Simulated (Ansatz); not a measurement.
# AlNH₅+: one structure at several levels

Aim: energy, forces and dipole at a structure displaced at random from a GFN2-xTB minimum, from CCSD(T) and from density functionals.

Program: Ansatz 0.2.0, Gaussian basis. Level of theory: single points in def2-TZVPP. These are calculated values, not measurements.

Correlated methods freeze the cores.

## 1. Starting geometry

SMILES `[NH3+][AlH2]`, 7 atoms, charge 1, spin multiplicity 1.

Atoms are counted from 1 here; the program's logs count them from 0.

Bond lengths: N1–Al2 1.917 Å, N1–H3 1.116 Å, N1–H4 1.232 Å, N1–H5 0.864 Å, Al2–H6 1.394 Å, Al2–H7 1.533 Å. Angles: Al2–N1–H3 120.9°, Al2–N1–H4 119.7°, Al2–N1–H5 131.9°, H3–N1–H4 90.6°, H3–N1–H5 102.3°, H4–N1–H5 76.5°, N1–Al2–H6 112.5°, N1–Al2–H7 109.8°, H6–Al2–H7 133.8°.

As a file:

```xyz
7

N    -0.1404   -0.7211   -0.0549
Al    0.2717    1.1314    0.2148
H     0.4908   -1.3569   -0.7195
H    -1.1478   -1.0350   -0.6899
H    -0.5233   -1.3073    0.4518
H    -0.5376    1.7234    1.1826
H     1.6727    1.4357   -0.3290
```

## 2. CCSD(T)/def2-TZVPP

Input file run/in.yaml:

```yaml
crystal:
  periodic: [false, false, false]
  atoms:
    - {symbol: N, position_ang: [-0.140400, -0.721100, -0.054900]}
    - {symbol: Al, position_ang: [0.271700, 1.131400, 0.214800]}
    - {symbol: H, position_ang: [0.490800, -1.356900, -0.719500]}
    - {symbol: H, position_ang: [-1.147800, -1.035000, -0.689900]}
    - {symbol: H, position_ang: [-0.523300, -1.307300, 0.451800]}
    - {symbol: H, position_ang: [-0.537600, 1.723400, 1.182600]}
    - {symbol: H, position_ang: [1.672700, 1.435700, -0.329000]}
basis:
  gaussian: {orbitals: def2-TZVPP}
total_charge: 1
correlation: {method: ccsd_t}
output: {forces: true}
```

The command line of these runs was not kept.

## 3. PBE0-D4/def2-TZVPP

run/in.yaml, as its differences from that of step 2:

```diff
@@ -13,3 +13,3 @@
 total_charge: 1
-correlation: {method: ccsd_t}
-output: {forces: true}
+hamiltonian: {xc: pbe0, dispersion: d4}
+output: {forces: true, orbitals: {seedname: orbitals}}
```

## 4. wB97M-V/def2-TZVPP

run/in.yaml, as its differences from that of step 3:

```diff
@@ -13,3 +13,3 @@
 total_charge: 1
-hamiltonian: {xc: pbe0, dispersion: d4}
-output: {forces: true, orbitals: {seedname: orbitals}}
+hamiltonian: {xc: {name: wB97M-V}}
+output: {forces: true}
```

## 5. r2SCAN-D4/def2-TZVPP

run/in.yaml, as its differences from that of step 4:

```diff
@@ -13,3 +13,3 @@
 total_charge: 1
-hamiltonian: {xc: {name: wB97M-V}}
+hamiltonian: {xc: r2scan, dispersion: d4}
 output: {forces: true}
```

## 6. PBE-D4/def2-TZVPP

run/in.yaml, as its differences from that of step 5:

```diff
@@ -13,3 +13,3 @@
 total_charge: 1
-hamiltonian: {xc: r2scan, dispersion: d4}
+hamiltonian: {xc: pbe, dispersion: d4}
 output: {forces: true}
```

## 7. HSE06-D4/def2-TZVPP

run/in.yaml, as its differences from that of step 6:

```diff
@@ -13,3 +13,3 @@
 total_charge: 1
-hamiltonian: {xc: pbe, dispersion: d4}
+hamiltonian: {xc: hse06, dispersion: d4}
 output: {forces: true}
```

## 8. CAM-B3LYP-D4/def2-TZVPP

run/in.yaml, as its differences from that of step 7:

```diff
@@ -13,3 +13,3 @@
 total_charge: 1
-hamiltonian: {xc: hse06, dispersion: d4}
+hamiltonian: {xc: {name: CAM-B3LYP}, dispersion: d4}
 output: {forces: true}
```

(Steps that only read results are left out.)

What does the calculation give? Wanted: energy less free atoms, CCSD(T)/def2-TZVPP; RMS force component; RMS force error; HOMO and LUMO, PBE0-D4; T1 diagnostic.

**Answer**, as computed:

```
                                  quantity                                                                                                 value
energy less free atoms, CCSD(T)/def2-TZVPP                                                                                        -1072.4 kJ/mol
                       RMS force component                                                                  3.968 to 4.012 eV/Å over the methods
                           RMS force error  PBE0-D4 0.066, wB97M-V 0.074, r2SCAN-D4 0.052, PBE-D4 0.166, HSE06-D4 0.065, CAM-B3LYP-D4 0.077 eV/Å
                    HOMO and LUMO, PBE0-D4                                                                                   -14.09 and -6.80 eV
                             T1 diagnostic                                                                                                 0.008
```

In words: Against CCSD(T) the functionals' energies less atoms differ by -59.0 to -9.3 kJ/mol, PBE-D4 by -35.4 kJ/mol. A larger basis would deepen the CCSD(T) value, while the functionals are nearly converged already, so the order here is not reliable. On forces the order runs from r2SCAN-D4 to PBE-D4. Frozen-core CCSD(T) forces in triple zeta carry basis errors of their own, and this is one geometry, so small gaps rank nothing.
